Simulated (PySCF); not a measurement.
C₄H₇N.
Atom-mapped SMILES: `[NH2:1][C@@H:2]1[CH:3]=[CH:4][CH2:5]1` (hydrogens: H6, H7 on N1; H8 on C2; H9 on C3; H10 on C4; H11, H12 on C5)

Cartesian coordinates in Å at the PBE0-D3(BJ)/def2-SVP level; atoms count from 1:
```
atom  x, y, z in Å
N1     1.6895   -0.2623   -0.4914
C2     0.4110   -0.4723    0.1286
C3    -0.7848   -0.5196   -0.7967
C4    -1.4479    0.4501   -0.1492
C5    -0.3537    0.6989    0.8590
H6     1.6745    0.5788   -1.0658
H7     2.4197   -0.1382    0.2068
H8     0.4810   -1.3650    0.7760
H9    -1.0071   -1.1464   -1.6649
H10   -2.4425    0.8872   -0.2741
H11   -0.6117    0.5317    1.9197
H12    0.1633    1.6692    0.7724
```

The closed-shell ground state was solved at several levels (PySCF, density fitting, gas phase, non-relativistic).

```tsv
level	basis functions	total energy (Eh)	HOMO (eV)	LUMO (eV)	gap (eV)	dipole (D)
PBE0/pcSseg-1	120	-211.0446	-6.72	0.25	6.97	1.29
CAM-B3LYP/def2-SVPD	156	-211.0653	-8.22	1.17	9.39	1.28
CAM-B3LYP/pcSseg-2	278	-211.2900	-8.21	1.04	9.25	1.30
```

Problem. What might B3LYP/pcJ-1 (205 basis functions) give for the same quantities?

Solution. Total energy -211.3373 Eh, HOMO -6.44 eV, LUMO 0.03 eV, gap 6.47 eV, dipole 1.28 D.

Problem. Over all these levels, which gives the widest orbital gap and which the narrowest?

Solution. CAM-B3LYP/def2-SVPD (range-separated hybrid) has the widest, 9.39 eV, and B3LYP/pcJ-1 (global hybrid, 20 % exact exchange) the narrowest, 6.47 eV. Functional and basis both differ between the two, so the spread mixes both effects.

Problem. How far do the dipole and the HOMO energy spread over the levels?

Solution. The dipole runs from 1.28 to 1.30 D (mean 1.29 D) and the HOMO from -8.22 to -6.44 eV.

One conformer stands for the species.
